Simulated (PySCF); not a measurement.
Compound: cyclopropanecarboxylic acid, C4H6O2.
Atom-mapped SMILES: `[O:1]=[C:2]([OH:3])[CH:4]1[CH2:5][CH2:6]1` (hydrogens: H7 on O3; H8 on C4; H9, H10 on C5; H11, H12 on C6)

Theory: PBE0-D3(BJ)/def2-TZVP geometry optimisation, gas phase in PySCF 2.14.0.

**Question.** Give the optimised bond lengths and angles.

**Answer.** 
| bond | length (pm) |
| --- | --- |
| O1=C2 | 120.4 |
| C2–O3 | 134.5 |
| C2–C4 | 147.3 |
| C4–C5, C4–C6 | 150.9 |
| C5–C6 | 148.0 |
| O3–H7 | 96.7 |
| C4–H8 | 108.1 |
| C5–H9, C6–H11 | 108.2 |
| C5–H10, C6–H12 | 108.2 |

Bonds in one row agree within 1 pm and their mean is given. A selection of angles:
| angle | degrees |
| --- | --- |
| O1–C2–O3 | 122.5 |
| O1–C2–C4 | 125.5 |
| O3–C2–C4 | 112.1 |
| C2–O3–H7 | 106.3 |
| C2–C4–C5 | 116.6 |
| C2–C4–H8 | 115.8 |
| C5–C4–C6 | 58.8 |
| C5–C4–H8 | 118.3 |
| C4–C5–C6 | 60.5 |
| C4–C5–H9 | 115.8 |
| C4–C5–H10 | 116.6 |
| C6–C5–H9 | 117.4 |
| C6–C5–H10 | 119.0 |
| H9–C5–H10 | 115.9 |

Torsions: O1–C2–C4–C5 35° (synclinal); C2–C4–C5–C6 -107° (anticlinal); C2–C4–C6–C5 106° (anticlinal); H7–O3–C2–O1 0° (synperiplanar).

Of the pairs four or more bonds apart, O1···H11 is among the closest relative to their van der Waals radii: 2.65 Å, 97 % of the sum of Bondi's values. The C–C distances run from 1.473 Å (C2–C4, drawn single) to 1.510 Å (C4–C5, drawn single), a spread of 0.037 Å. O3 (acid hydroxyl oxygen) is bent (angle 106.3°). The 3-membered ring C4–C5–C6 has internal angles of 58.8° to 60.7°. The C–O distances run from 1.204 Å (O1=C2, drawn double) to 1.345 Å (C2–O3, drawn single), a spread of 0.141 Å.

Point group: Cs (tolerance 0.08 Å). PBE0-D3(BJ)/def2-TZVP frequencies: not computed here. The numbers are those of one conformer (O1–C2–O3–H 0°, O1–C2–C4–C5 35°).
